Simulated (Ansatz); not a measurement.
Reaction (SMILES): Cl[C]=C → C=[C-]Cl (an electron is taken up)
B3LYP-D3(BJ)/def2-TZVP geometries, fixed; electronic energies without zero-point terms; positive where energy is released.

Basis-set convergence of the adiabatic electron affinity at r2SCAN with Ansatz (an electronic-structure program). Cartesian d functions, on some or all atoms, in 6-31G**; all else is spherical. The program fits the integrals of some runs and decomposes those of others, by size. Open shells are unrestricted. No added dispersion term, no relativity. Functions are those of the species that has most. Reference: the value in aug-pcseg-3, 1.430 eV, itself unsure by roughly 0.005 eV (its mean distance from aug-cc-pV(Q+d)Z, def2-QZVPPD). Deviations are taken from unrounded values.

```tsv
basis	functions	adiabatic electron affinity (eV)	minus reference (eV)
3-21G	35	1.548	0.118
6-31G**	59	1.012	-0.418
def2-SVPD	83	1.464	0.034
aug-pcseg-1	91	1.613	0.183
def2-TZVPD	138	1.425	-0.005
aug-cc-pV(T+d)Z	193	1.452	0.023
def2-QZVPP	244	1.388	-0.041
aug-cc-pV(Q+d)Z	341	1.435	0.005
cc-pV(5+d)Z	392	1.395	-0.035
```
